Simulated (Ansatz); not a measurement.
B2H4O (`BOB`) at its PBE0-D4/def2-TZVP geometry, where that method's forces vanish. Total charge 0; spin multiplicity 1.

```
atom   x (Å)   y (Å)   z (Å)
  B1   0.693   0.744  -0.657
  O2   0.072   0.447   0.522
  B3  -0.681  -0.671   0.742
  H4   0.593  -0.008  -1.586
  H5   1.320   1.760  -0.708
  H6  -1.167  -0.803   1.827
  H7  -0.830  -1.469  -0.140
```

(1) For each bond, give half the difference of the two atoms' forces along it (eV/Å; positive pushes the atoms apart) under PBE-D4, r2SCAN-D4, B3LYP-D4, ωB97M-V in def2-TZVPP. (Estimate.)

## Answers

(1) The calculation gave: 
```tsv
bond	length (Å)	PBE-D4	r2SCAN-D4	B3LYP-D4	ωB97M-V
B1–O2	1.365	0.28	0.13	0.12	0.17
B1–H4	1.199	-0.02	-0.06	-0.10	-0.14
B1–H5	1.196	-0.01	-0.07	-0.15	-0.16
O2–B3	1.365	0.28	0.13	0.12	0.17
B3–H6	1.196	-0.01	-0.07	-0.15	-0.16
B3–H7	1.199	-0.02	-0.06	-0.10	-0.14
```

B3LYP here is the variant with VWN-RPA as its local correlation; programs differ in this.

Computed with Ansatz.
